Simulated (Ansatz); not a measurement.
We consider bcc Ta, described by LDA (PAW; Ansatz, a program for electronic structure).

Numerical settings: plane-wave cutoff 520 eV, 24×24×24 k mesh, Fermi–Dirac smearing 0.05 eV, scalar-relativistic PAW data made under PBE.

Results at a series of volumes:

```csv
V (Å³/atom),E − E_lowest (meV/atom)
16.182,47.02
16.526,20.21
16.871,4.88
17.215,0.00
17.559,4.59
17.903,17.75
18.248,38.68
```

Question: What bulk modulus B0 and pressure derivative B′ does a third-order Birch–Murnaghan fit give?

Answer: V0 = 17.215 Å³/atom, B0 = 220 GPa, B′ = 3.9 (fit to the energies at full precision).

Measured, for comparison: bulk modulus 198 GPa (corrected for temperature and zero-point phonon effects, sources range from 194 to 203; as tabulated in Levämäki et al. (2014), arXiv:1402.3671); equilibrium volume per atom 17.95 Å³/atom (static lattice: zero-point anharmonic expansion removed; as tabulated in Mejia-Rodriguez and Trickey (2018), arXiv:1807.09216). Computed less measured: bulk modulus +11 % (+8 % to +13 % over the range), equilibrium volume per atom -4.1 %.

Spin–orbit coupling is not included.
